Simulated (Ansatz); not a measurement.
## HBC, triplet in 6-31G: errors against full CI

Geometry: a PBE0/def2-TZVP stationary point for this spin, not checked as a minimum.

```yaml
atoms:
  - { symbol: B, position_ang: [0.0000, 0.0000, 0.0901] }
  - { symbol: C, position_ang: [0.0000, 0.0000, -1.3588] }
  - { symbol: H, position_ang: [0.0000, 0.0000, 1.2688] }
```

Basis 6-31G; Ansatz 0.2.0. Correlated methods freeze the noble-gas cores, which leaves 8 electrons in 18 orbitals. R marks a restricted (for open shells ROHF) determinant, U an unrestricted one. Active spaces: valence = (8e, 9o) chosen from the atoms' valence shells.

Full CI is exact within this basis and frozen core; it isn't the basis-set limit. The frozen core follows each run's orbitals, which can shift R against U totals by a few meV.

Unrestricted rows (U) aren't spin-pure: their determinants' ⟨S²⟩ exceeds S(S+1) by up to 0.41, so they mix in states of higher spin. HF rows: RHF is the lowest solution found, UHF is the lowest solution found. Coupled cluster chose its determinant by a search with trial CCSD, here up to 0.36 eV above the lowest Hartree–Fock solution of its kind, and MP2 stands on that determinant too.

```
UHF ⟨S²⟩                          : 2.409
T1 diagnostic (RCCSD)             : 0.0394
largest doubles amplitude (RCCSD) : 0.153
T1 diagnostic (UCCSD)             : 0.0737
```

**Question.** From what is known of these methods and the diagnostics, rank them by the size of their error in total energy against full CI in 6-31G, smallest first (an estimate: the text doesn't fix the numbers).
A. RMP2
B. UCCSDT(Q)
C. UCCSD(T)
D. UHF
E. NEVPT2 (valence space)

**Answer.** B (0.02 mEh), C (1.77 mEh), E (10.27 mEh), A (32.20 mEh), D (122.28 mEh).

All errors are against full CI in 6-31G. Within each family the higher level lies nearer, as is usual though not guaranteed.

The full-CI state has the irrep B1 of C2v, in the program's axes (one component, if the state is degenerate).

Natural occupations of full CI about the gap: 1.968 1.963 1.869 0.999 0.975 0.121 0.032 0.030 0.014 0.007; effectively unpaired electrons, Σ n²(2−n)², 2.13.

Atomization energy (electronic, same basis, no zero-point term; atoms at the same level, unrestricted beside the R rows where the molecule is a closed shell, with restricted open-shell steps beyond CCSDT(Q)) at full CI: 711.5 kJ/mol. Errors of other levels:

```tsv
level	error (kJ/mol)
UHF	-111.6
RMP2	4.3
UMP2	-21.9
RCCSD	-12.8
UCCSD	-11.8
RCCSD(T)	-3.1
UCCSD(T)	-3.9
BCCD(T)	-3.5
RCCSDT	-1.2
UCCSDT	-1.1
RCCSDT(Q)	-0.2
UCCSDT(Q)	-0.1
RCCSDTQ	-0.1
UCCSDTQ	-0.2
CASSCF (valence space)	-19.8
NEVPT2 (valence space)	1.9
MRCISD (valence space)	-2.5
MRCISD+Q (valence space)	-1.5
```

This basis is far from its limit, so the value isn't to be set against a measured one. Truncated CI isn't size-consistent, which counts against it in atomization.
